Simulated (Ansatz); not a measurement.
# H2S: an energy map over two coordinates

A grid of calculations on H₂S, SMILES S, to see where the energy is lowest and how it rises around there.

Program: Ansatz 0.2.0. Level of theory: RHF/def2-TZVP. These are calculated values, not measurements.

### 1 Where the work starts

SMILES `S`, 3 atoms, charge 0, spin multiplicity 1.

Atoms are counted from 1 here; the program's logs count them from 0.

Bond lengths: S1–H2 1.361 Å, S1–H3 1.361 Å. Angles: H2–S1–H3 91.5°.

As a file:

```
S     0.5066   -0.2869    0.2493
H     0.0951    1.0075    0.1619
H    -0.6017   -0.7206   -0.4112
```

### 3 Setting up the map

First coordinate, angle H2–S1–H3 (carried through 180): 15 values from 76.1 to 283.9 °. Second coordinate, change of the bonds S1–H2, S1–H3, all alike: 15 values from −0.146 to 0.226 Å.

Nothing else is relaxed (all other coordinates rigid). Energies count from the relaxed molecule at the same level. Points are written as (first, second).

(The set-up runs are not shown.)

### 4 The run at (254.2°, −0.146 Å)

Input file input.yaml:

```yaml
crystal:
  periodic: [false, false, false]
  atoms:
    - { symbol: S, position_ang: [0.482102, -0.273063, 0.237292] }
    - { symbol: H, position_ang: [1.388937, 0.239425, 0.794877] }
    - { symbol: H, position_ang: [0.715346, -1.431286, 0.240856] }
basis:
  gaussian: { orbitals: def2-TZVP }
hamiltonian:
  xc: hf
output:
  forces: true
```

Run with:

```sh
$ ansatz run input.yaml --threads 1 --pin off --max-ram 2560MiB --backend cpu --events-out ev --progress --plain --runs-dir out
```

Further runs follow: the other points that were computed.

**Question.** What will these runs give? Wanted: lowest point; highest computed point; dipole moment.

The runs gave:

```
               quantity                                                                               value
           lowest point                                                        (91.0°, 0.013 Å), 1.2 kJ/mol
 highest computed point                                      (180.0°, 0.226 Å), 460 kJ/mol above the lowest
      dipole moment (D)  0.00 at (180.0°, −0.146 Å) to 1.31 at (135.5°, −0.146 Å); 1.17 at the lowest point
time for the whole task                                                       22 s on 1 thread, shared host
```

**Reading.** The lowest computed point is at (91.0°, 0.013 Å), 1.2 kJ/mol from the relaxed molecule at the same level; the map holds 2 wells of about this depth. The grid is coarse, so the lowest point of the scanned range may lie between grid points; coordinates that were held can hide deeper minima. No other kind of well shows on this grid. The highest computed point, (180.0°, 0.226 Å), lies 460 kJ/mol above the lowest. On the interpolated surface the easiest way out of the lowest well to a well of the same energy at (269.0°, 0.013 Å) passes a barrier of about 340 kJ/mol. Round the minimum the two coordinates are nearly uncoupled.
